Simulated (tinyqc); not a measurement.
Stretching all distances: RHF, UHF, MP2, CISD and CCSD against full CI in the sto-6g basis, for CH3+, spin multiplicity 1. Computed by the program tinyqc with PySCF. 

Geometry (angstrom):
```
atom,x,y,z
C,0.0000,0.0000,0.0720
H,1.0320,0.0000,0.0000
H,-0.5160,0.8930,0.0000
H,-0.5160,-0.8930,0.0000
```

All coordinates are multiplied by the scale. c0^2 is the weight of the RHF determinant in the lowest singlet FCI state (UHF is spin-contaminated and may lie near states of higher spin) and n(LUMO) the first natural occupation beyond the occupied space.

Full CI energy (hartree) and errors against it (kcal/mol):
```
scale,distance 1-2 (angstrom),E(FCI),RHF,UHF,MP2,CISD,CCSD,<S^2> UHF,c0^2,n(LUMO)
0.870,0.900,-39.03297,27.155,27.155,7.443,0.479,0.152,0.000,0.980,0.012
1.120,1.159,-39.21719,41.688,41.688,12.680,1.329,0.340,0.000,0.960,0.023
1.370,1.417,-39.12223,63.743,63.743,21.068,3.765,0.960,0.000,0.917,0.055
1.620,1.676,-38.97244,94.786,91.215,33.354,9.758,2.896,0.545,0.836,0.129
1.880,1.945,-38.84052,137.836,72.877,50.352,22.916,8.515,1.614,0.692,0.300
```

UHF parts from RHF first at scale 1.62 of those listed, where <S^2> leaves zero. The weight c0^2 goes from 0.98 to 0.69 and n(LUMO) from 0.01 to 0.30: static correlation grows as the bonds break into open-shell fragments. The spread of the error along the curve, which distorts its shape, is CCSD 8.4, CISD 22.4, MP2 42.9, UHF 64.1, RHF 110.7 kcal/mol. The table stops here: at scale 2.13 and beyond, the reference weight falls under 0.45 or RHF, UHF or CCSD hop between solutions, so those rows were left out and the spreads given cover only the rows shown. As computed, partly on other solutions, the errors there reach in size RHF 241, UHF 48, MP2 78, CISD 69, CCSD 34 kcal/mol.
